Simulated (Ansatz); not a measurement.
## CH2FOS: structure from calculated spectroscopic constants

These gas-phase data were calculated for one isomer of CH2FOS at r2SCAN-D4/def2-SVP (harmonic, unscaled wavenumbers; equilibrium rotational constants with average atomic masses):

```
rotational constants            : 9.705, 4.964, 3.55 GHz
all wavenumbers above 1500 cm⁻¹ : 3734, 3114
dipole moment                   : 0.67 D (PBE0/def2-TZVPD)
```

Candidates:

(1) `O[C](F)S`, a doublet
(2) `O[C@H](F)[S]`, a doublet

**Question.** Assign the data to one candidate and say why.

**Answer.** Candidate (2). No mode falls between 2500 and 2800 cm⁻¹, where the S–H stretch of (1) would stand.

The same quantities for all candidates:

```
     rotational constants (GHz)  wavenumbers above 1500 cm⁻¹  dipole (D)  E above the lowest, r2SCAN-D4/def2-SVP (kcal/mol)
(1)         10.45, 4.687, 3.341                   3820, 2691        2.03                                                7.1
(2)          9.705, 4.964, 3.55                   3734, 3114        0.67                                                0.0
```

Harmonic stretches to hydrogen usually lie a few per cent above observed fundamentals. Each candidate is one conformer. Open shells are spin-unrestricted. Programs: Ansatz 0.2.0.
